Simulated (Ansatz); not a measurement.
Relaxation of CH₅Si₂ (8 atoms, charge -1, multiplicity 1), to a largest force component of 0.02 eV/Å in at most 50 steps.

Method: Ansatz, UKS PBE-D4/def2-mTZVP.

```xyz
8
Properties=species:S:1:pos:R:3
C -1.702 1.060 -1.605
Si -0.256 0.735 -0.699
Si 0.751 -0.626 0.834
H -2.545 0.357 -1.427
H -1.308 1.936 -2.122
H 1.189 -0.120 2.180
H 1.940 -1.473 0.480
H -0.232 -1.679 1.239
```

Problem. Where does it end, and by what steps?

Solution. The run converged. Limits of this set-up: an anion without diffuse functions, the dipole of an ion depends on the origin. After 14 steps the energy has fallen by 2.277 eV; Si2 moved furthest, 0.85 Å.

| step | energy less start (eV) | largest force component (eV/Å) | accepted |
| --- | --- | --- | --- |
| 0 | 0.0000 | 3.428 | yes |
| 1 | -1.1594 | 1.615 | yes |
| 2 | -1.8314 | 1.431 | yes |
| 3 | -2.0968 | 1.233 | yes |
| 4 | -2.1824 | 0.512 | yes |
| 5 | -2.0406 | 1.745 | no |
| 6 | -2.2139 | 0.374 | yes |
| 7 | -2.2336 | 0.370 | yes |
| 8 | -2.2571 | 0.213 | yes |
| 9 | -2.2697 | 0.082 | yes |
| 10 | -2.2703 | 0.179 | yes |
| 11 | -2.2233 | 0.597 | no |
| 12 | -2.2745 | 0.117 | yes |
| 13 | -2.2751 | 0.045 | yes |
| 14 | -2.2768 | 0.007 | yes |

```xyz
8
Properties=species:S:1:pos:R:3
C -1.331 0.917 -1.323
Si 0.350 1.305 -0.868
Si 0.585 -0.535 0.687
H -1.957 0.091 -0.956
H -1.862 1.546 -2.057
H 0.944 -0.151 2.120
H 1.714 -1.519 0.385
H -0.607 -1.466 0.893
```

Time of the run: 51 s on 2 threads of Arm Neoverse N1, with other jobs on the host, peak memory 0.17 GiB.
